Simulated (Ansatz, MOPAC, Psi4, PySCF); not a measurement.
Reaction (SMILES): C1C(N)C1 + 4 C (CH4) → 3 CC (C2H6) [ethane] + CN (CH5N) [methanamine]

Quantity: bond separation energy (enthalpy at 298 K), in kcal/mol. Terms: no spin-orbit coupling; 6-31G* and kin with 6d, 5d where marked; 6-311+G** with 5d; valence correlation only; non-relativistic; dispersion terms only where a functional's name holds one. Basis-set limits of correlation are two-point, X^-3; Hartree-Fock from the larger set. [CCSD(T)-MP2]/basis is that difference in the basis named. First-principles rows: single points at B3LYP-D3(BJ) geometries (Ansatz, a first-principles code), with unscaled harmonic terms from B3LYP/6-31G* (Ansatz) at its own minima. Semi-empirical rows: MOPAC heats of formation at their own minima for 298 K.

Measured values: Active Thermochemical Tables 1.112 (ions: stationary electron), as tabulated in the package chemicals; CRC Handbook, as tabulated in the package chemicals; they hold spin-orbit and core effects, anharmonicity and other conformers. 

Value to compare with, the measured value: -12.2 kcal/mol.

```csv
level,program,bond separation energy (enthalpy at 298 K) (kcal/mol),error
PM6,MOPAC,-17.8,-5.6
HF/3-21G,Ansatz,-20.0,-7.8
B3LYP/6-31G*,Ansatz,-14.8,-2.6
B3LYP/6-31G**,Ansatz,-14.1,-1.9
M06-2X/6-311+G**,PySCF,-11.3,0.9
wB97X-D/6-311+G**,Psi4,-14.5,-2.3
MP2/3-21G,Ansatz,-17.2,-5.0
r2SCAN-D4/def2-TZVPD,Ansatz + dftd4,-11.6,0.6
M06-2X/def2-TZVPD,PySCF,-11.2,1.0
"RI-MP2/CBS(cc-pVTZ,cc-pVQZ)+[CCSD(T)-MP2]/cc-pVTZ",Ansatz,-13.1,-0.9
```

Among the 7 habitual levels, HF/3-21G lies farthest from the measured value (-7.8 kcal/mol) and M06-2X/6-311+G** nearest (0.9); 1 of 7 lie above it, and their mean absolute error is 3.7 kcal/mol, the median 2.6. One case shows no general order.

The levels are drawn from those run, B3LYP/6-31G* more often than the rest, none by its result; left out are runs that failed, that the program found above a lower state of the same kind, or whose <S^2> lies over 0.5 above the pure value.
